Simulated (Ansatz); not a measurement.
Total energies of `FC1N=CN1`.

| atom | x (Å) | y (Å) | z (Å) |
| --- | --- | --- | --- |
| F1 | 0.484 | 0.874 | 1.591 |
| C2 | 0.691 | 0.139 | 0.478 |
| N3 | 0.030 | -1.171 | 0.481 |
| C4 | -0.685 | -0.706 | -0.480 |
| N5 | -0.129 | 0.561 | -0.677 |
| H6 | 1.762 | 0.104 | 0.267 |
| H7 | -1.452 | -1.194 | -1.076 |
| H8 | -0.700 | 1.392 | -0.583 |

Total charge 0; spin multiplicity 1. The structure was optimised at the PBE0-D4/def2-TZVP level. Basis def2-TZVPP, Ansatz 0.2.0.

RPA on PBE orbitals: Hartree–Fock energy of these orbitals -285.81485 Eh, correlation -1.48671 Eh (frozen core).

```tsv
functional	energy without D4 (Eh)	D4 term (kJ/mol)
LDA (SPW92)	-285.20118	–
PBE	-287.10574	-12.8
revPBE	-287.33641	-49.3
BLYP	-287.35303	-29.9
r2SCAN	-287.27258	-3.0
B97M-V	-287.36572	–
PBE0	-287.10947	-10.5
r2SCANh	-287.25592	-3.1
r2SCAN0	-287.23220	-3.5
HSE06 (plane-wave form)	-287.09607	-9.6
BHLYP	-287.26611	-13.6
CAM-B3LYP	-287.30773	-10.3
ωB97X-V	-287.33017	–
PBE-QIDH	-287.06471	–
```

Give the same for B3LYP, LC-ωPBE, ωB97M-V, B2PLYP. (An estimate is asked.)

Computed: 
```
functional  energy without D4 (Eh)  D4 term (kJ/mol)
     B3LYP              -287.41767             -20.6
   LC-ωPBE              -287.24268                 –
   ωB97M-V              -287.33363                 –
    B2PLYP              -287.21462                 –
```

B3LYP takes the VWN-RPA correlation (the form of Gaussian; ORCA's B3LYP/G). HSE06 is the plane-wave form, built on full-range PBE exchange. The double hybrids freeze the cores in their second-order part.

LC-ωPBE has ω = 0.4 bohr⁻¹.
